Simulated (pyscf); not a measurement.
7 gas-phase steps of one pattern: four-centre exchange on the singlet surface, Cl–H + Ge–H or Cl–H + H–Si or F–H + H–Si or H–I + H–Si broken and Cl–Ge + H–H or Cl–Si + H–H or F–Si + H–H or H–H + I–Si formed. PySCF, gas phase, ωB97X-D3(BJ)/def2-SVP geometries. Electronic energies in kcal/mol, from the separated reactants; ΔE‡ at ωB97M-D3(BJ)/def2-TZVP, beside the barrier at r²SCAN/def2-TZVP on the same structures. Rows were drawn at random from the steps of this pattern with a verified saddle, stable references and no exit in the data more than 5 kcal/mol lower.

```
row                                         step  ΔE‡(r²SCAN)   ΔE‡
---  -------------------------------------------  -----------  ----
1                    F–SiH₃ + HF → F–SiH₂–F + H₂         24.3  28.2
2            HO–SiH₂–F + HCl → HO–SiH(F)–Cl + H₂         22.3  27.8
3    F–SiH₂–O–SiH₃ + HCl → F–SiH₂–O–SiH₂–Cl + H₂         27.7  32.6
4       H₂C=CH–SiH₃ + HCl -> H₂C=CH–SiH₂–Cl + H₂         29.3  33.9
5       H₂N–SiH₂–NH₂ + HI -> H₂N–SiH(NH₂)–I + H₂         16.7  21.1
6                     SiH₄ + HCl -> H₃Si–Cl + H₂         32.7  37.5
7               Cl–GeH₃ + HCl -> Cl–GeH₂–Cl + H₂         30.9     ?
```

### Question
From a straight line through the complete rows, estimate the missing barrier and say how far the line can be trusted.

### Answer
Over the 6 complete rows the means are +25.5 (ΔE‡(r²SCAN)) and 30.2 (ΔE‡); least squares gives b = 1.01 and a = 4.4 kcal/mol, with residuals of 0.5 kcal/mol (root mean square; largest 0.9, row 2). For row 7: 4.4 + 1.01 × (+30.9) = 35.6 kcal/mol. The computed barrier is 36.4 kcal/mol, 0.8 over the line. The line follows the complete rows closely. Each barrier is that of the saddle found. Elements up to Kr have no core potential and no relativistic terms here. Elements past Kr carry the def2 core potentials, without spin-orbit coupling.
